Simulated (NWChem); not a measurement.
Species: ammonia (NH₃); SMILES N

Results from NWChem. Pople sets run with spherical d functions. Each level has its own optimisation. Computed dipoles belong to the equilibrium geometry; the measured one is vibrationally averaged.

Measured dipole moment: 1.47 D (NIST CCCBDB, as tabulated in the package chemicals).

```csv
level,dipole moment (D),computed − measured
Hartree-Fock/STO-3G,1.88,+0.41
Hartree-Fock/3-21G,1.75,+0.28
Hartree-Fock/6-31G*,1.91,+0.44
B3LYP/6-31G*,1.89,+0.42
"LDA (Slater exchange, VWN5)/def2-SVP",1.81,+0.34
PBE/def2-SVP,1.78,+0.31
BLYP/def2-SVP,1.74,+0.27
PBE0/def2-SVP,1.79,+0.32
```
